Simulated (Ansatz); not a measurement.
Al2H5N, SMILES `[AlH2][NH][AlH2]`. Charge 0, multiplicity 1. All single points use the PBE0-D4/def2-TZVP geometry.

```xyz
8

Al    1.013   -0.329   -1.224
N     0.172   -0.469    0.345
Al   -1.100    0.567    1.049
H     0.608    0.872   -2.171
H     2.118   -1.402   -1.601
H     0.460   -1.252    0.921
H    -1.679    0.205    2.480
H    -1.591    1.809    0.201
```

Task: What is the dipole moment at PBE/def2-TZVPP? (An estimate is asked.)

Result: The calculation gave: 0.97 D, with components (0.28, -0.75, 0.55) D in this frame, pointing from negative to positive charge.

Task: And with r2SCAN, B3LYP, ωB97M-V? (An estimate is asked.)

Result: Computed: r2SCAN 0.99 D, B3LYP 0.95 D, ωB97M-V 0.96 D.

Task: Give the Mulliken charges with PBE, r2SCAN, ωB97M-V in def2-TZVPP. (Estimate.)

Result: Ansatz gave: 
```json
{"atom": "Al1", "PBE": "0.32", "r2SCAN": "0.46", "ωB97M-V": "0.35"}
{"atom": "N2", "PBE": "-0.29", "r2SCAN": "-0.43", "ωB97M-V": "-0.36"}
{"atom": "Al3", "PBE": "0.32", "r2SCAN": "0.46", "ωB97M-V": "0.35"}
{"atom": "H4", "PBE": "-0.12", "r2SCAN": "-0.15", "ωB97M-V": "-0.11"}
{"atom": "H5", "PBE": "-0.12", "r2SCAN": "-0.16", "ωB97M-V": "-0.11"}
{"atom": "H6", "PBE": "0.13", "r2SCAN": "0.14", "ωB97M-V": "0.10"}
{"atom": "H7", "PBE": "-0.12", "r2SCAN": "-0.16", "ωB97M-V": "-0.11"}
{"atom": "H8", "PBE": "-0.12", "r2SCAN": "-0.15", "ωB97M-V": "-0.11"}
```

B3LYP here is the variant with VWN-RPA as its local correlation; programs differ in this.
